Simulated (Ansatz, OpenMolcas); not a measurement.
Heat of formation of CH3S2 (methyldithio radical) from total energies

The species is CH3S2 (6 atoms), meant as a doublet with charge 0. As SMILES, `CS[S]`. The shape is that of a PBE0-D4/def2-TZVP optimisation.

```xyz
6

C    -0.3385    0.4450   -0.1869
S     0.0277   -0.8414    1.0233
S     1.6080   -1.7654    0.3697
H    -1.2237    0.9784    0.1648
H     0.5058    1.1295   -0.2604
H    -0.5371   -0.0102   -1.1565
```

Total energies at UB3LYP/def2-SVPD (OpenMolcas 26.06); the atoms run unrestricted:

| species | state | energy (Eh) |
| --- | --- | --- |
| CH3S2 | doublet | -836.044608 |
| C | triplet | -37.814940 |
| S | triplet | -398.001981 |
| H | doublet | -0.501259 |

Harmonic wavenumbers at UPBE0-D4/def2-TZVP, in cm⁻¹: 125, 261, 628, 714, 926, 960, 1328, 1445, 1455, 3060, 3159, 3170.

Measured heats of formation of the gaseous atoms at 298.15 K, in kJ/mol: C 716.9, S 277.0, H 218.0. Spin-orbit lowering of the atoms at 298 K (mean of the ground term's levels less their thermal mean, from spectra), in kJ/mol: C 0.02, S 1.88. Take 1 Eh = 2625.50 kJ/mol, 1 cm⁻¹ = 0.0119627 kJ/mol, RT = 2.479 kJ/mol.

**Question.** What heat of formation follows?

**Answer.** 
1. Electronic atomisation energy: (-37.814940) + 2 × (-398.001981) + 3 × (-0.501259) − (-836.044608) = 0.721929 Eh = 1895.4 kJ/mol.
2. Zero-point energy: half the sum of the wavenumbers, 8615.5 cm⁻¹ = 103.1 kJ/mol.
3. Thermal vibrational enthalpy, Σ hcν̃/(exp(hcν̃/kT) − 1): 4.0 kJ/mol. Translation, rotation and pV of a non-linear molecule: 4 RT = 9.9 kJ/mol.
4. The 6 free atoms carry 5/2 RT each: 37.2 kJ/mol.
5. Spin-orbit coupling lowers the free atoms by 0.02 + 2 × 1.88 = 3.8 kJ/mol.
6. Atomisation enthalpy at 298 K: 1895.4 − 3.8 − 103.1 − 4.0 − 9.9 + 37.2 = 1811.8 kJ/mol.
7. Sum of the atoms' heats of formation: 1924.9 kJ/mol. Heat of formation: 1924.9 − 1811.8 = +113.1 kJ/mol.

No measured value is set beside it here. Anharmonicity and any spin-orbit splitting of the molecule are left out.
